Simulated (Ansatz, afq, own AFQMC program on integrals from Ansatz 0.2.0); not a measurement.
HCl, singlet: AFQMC among the cluster methods

```yaml
atoms:
  - { symbol: Cl, position_ang: [0.0000, 0.0000, 0.0000] }
  - { symbol: H, position_ang: [0.0000, 0.0000, 1.1490] }
```

Basis cc-pVDZ. Noble-gas cores (and the filled d shells of Ga–Kr and In–Xe) are frozen. Ansatz 0.2.0 and our own AFQMC program on the same integrals; the CISD trial comes from CCSD amplitudes, and released means the phaseless constraint is let go. Uncertainties: one standard error, sampling alone.

Determinant: RHF, the one that the program's search chose, which needn't be the lowest solution. The geometry is a point of a scan.

Full CI on the same integrals is exact in this basis and with this determinant's frozen core.

- T1 diagnostic: 0.0042
- weight of the determinant in the CISD state: 0.940
- size of the correlated space: 8 electrons in 18 orbitals

| level | correlation energy (eV) |
| --- | --- |
| MP2 | -3.9472 |
| CCSD | -4.3810 |
| CCSD(T) | -4.4409 |

(1) Estimate where phaseless AFQMC with a CISD trial lies against CCSD(T) on the same integrals.

(1) 0.45 ± 0.04 mEh below CCSD(T).

Reference: full CI, correlation energy -4.453 eV. The released energy is read at 2.40 1/Eh (meV from the phaseless value at times in 1/Eh: -1.0 ± 1.0 at 0.24, -0.9 ± 1.0 at 0.51, 0.5 ± 1.0 at 0.99, -0.9 ± 1.0 at 1.62, 0.6 ± 1.0 at 2.40).

| level | E − E(reference) (mEh) | share of correlation (%) |
| --- | --- | --- |
| CCSD(T) | 0.46 | 99.72 |
| CCSDT | 0.25 | 99.85 |
| CCSDT(Q) | 0.02 | 99.99 |
| CCSDTQ | 0.01 | 100.00 |
| ph-AFQMC/CISD | 0.01 ± 0.04 | 100.00 |
| released AFQMC | 0.03 ± 0.04 | 99.98 |

CCSDT and higher add their correlation energy to the determinant of the CCSD(T) run, since their own runs factorise the integrals more tightly (a shift of under 2 meV). A walk keeps the symmetry of its determinant, which the program's search chose and which needn't be the lowest solution, so a lower state of the same spin and another symmetry isn't excluded. Released energies are given only where the last usable release times agree within the noise; a slower fall can still hide under it.
